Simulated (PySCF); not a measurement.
## Worked example: correlation energy of HAlSi, triplet

Geometry: a PBE0/def2-TZVP stationary point for this spin, not checked as a minimum.

| atom | x (Å) | y (Å) | z (Å) |
| --- | --- | --- | --- |
| Si | 0.0000 | 0.0000 | 2.0886 |
| Al | 0.0000 | 0.0000 | -0.2449 |
| H | 0.0000 | 0.0000 | -1.8437 |

Basis 6-31G; PySCF 2.14.0. Correlated methods freeze the noble-gas cores, which leaves 8 electrons in 18 orbitals. Prefix R: restricted or restricted open-shell reference; prefix U: unrestricted.

Full CI is exact within this basis and frozen core; it isn't the basis-set limit. The frozen core follows each run's orbitals, which can shift R against U totals by a few meV.

Restricted and unrestricted runs freeze slightly different cores, so the step to full CI, which has another core, is uncertain by up to 0.1 kcal/mol.

```json
{"level": "UHF", "total energy (hartree)": "-531.286438"}
{"level": "UMP2", "total energy (hartree)": "-531.347206"}
{"level": "UCCSD", "total energy (hartree)": "-531.369187"}
{"level": "UCCSD(T)", "total energy (hartree)": "-531.371865"}
{"level": "UCCSDT", "total energy (hartree)": "-531.372947"}
{"level": "full CI", "total energy (hartree)": "-531.373194"}
```

Task: What is the correlation energy at full CI, and what share of it do UMP2 and UCCSD recover?

Result: E(corr) = -531.373194 − (-531.286438) = -0.086756 hartree = -2.361 eV. UMP2: -0.060768 / -0.086756 = 70.04 %. UCCSD: -0.082749 / -0.086756 = 95.38 %.

Task: By how many kcal/mol does UCCSD(T) miss full CI (1 hartree = 627.509 kcal/mol), and which steps make up the rest?

Result: -531.371865 − (-531.373194) = 0.001329 hartree = 0.83 kcal/mol. Steps: UCCSDT − UCCSD(T) = -0.68, full CI − UCCSDT = -0.15 kcal/mol. Differences between like states or geometries often cancel part of this.
